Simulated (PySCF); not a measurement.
Molecule: `InChI=1S/C6H4O2/c7-5-1-2-6(8)4-3-5/h1-4H`.

Molfile (atoms numbered from 1):
```
C6H4O2
     RDKit          3D

 12 12  0  0  0  0  0  0  0  0999 V2000
   -0.7829   -2.5523   -0.0036 O   0  0  0  0  0  0  0  0  0  0  0  0
   -0.4202   -1.3936   -0.0063 C   0  0  0  0  0  0  0  0  0  0  0  0
    1.0189   -1.0337   -0.0103 C   0  0  0  0  0  0  0  0  0  0  0  0
    1.4216    0.2466   -0.0173 C   0  0  0  0  0  0  0  0  0  0  0  0
    0.4471    1.3650   -0.0170 C   0  0  0  0  0  0  0  0  0  0  0  0
    0.8137    2.5225   -0.0180 O   0  0  0  0  0  0  0  0  0  0  0  0
   -0.9922    1.0053   -0.0141 C   0  0  0  0  0  0  0  0  0  0  0  0
   -1.3948   -0.2751   -0.0072 C   0  0  0  0  0  0  0  0  0  0  0  0
    1.7188   -1.8730   -0.0091 H   0  0  0  0  0  0  0  0  0  0  0  0
    2.4756    0.5350   -0.0215 H   0  0  0  0  0  0  0  0  0  0  0  0
   -1.6918    1.8448   -0.0160 H   0  0  0  0  0  0  0  0  0  0  0  0
   -2.4487   -0.5640   -0.0036 H   0  0  0  0  0  0  0  0  0  0  0  0
  1  2  2  0
  2  3  1  0
  3  4  2  0
  4  5  1  0
  5  6  2  0
  5  7  1  0
  7  8  2  0
  8  2  1  0
  3  9  1  0
  4 10  1  0
  7 11  1  0
  8 12  1  0
M  END
```

Geometry PBE0-D3(BJ)/def2-SVP throughout; GIAO in PySCF, gas phase, one conformer, non-relativistic; equivalent atoms averaged; basis pcSseg-1.

For orientation, BHandHLYP gives these shifts δ (against H2O, TMS at the same level): O1/O6 748.8, C2/C5 192.2, C3/C4/C7/C8 144.9, H9/H10/H11/H12 6.74 ppm.

A run gave: O1/O6 848.8, C2/C5 201.3, C3/C4/C7/C8 142.6, H9/H10/H11/H12 6.48 ppm (shifts δ (against H2O, TMS at the same level)).

Question: Which functional was used in that run?
A. LDA
B. KT3
C. B3LYP
D. CAM-B3LYP

Answer: A. O1/O6 tells them apart best: LDA gives 848.8, KT3 gives 712.4, B3LYP gives 773.6, CAM-B3LYP gives 757.3 ppm.
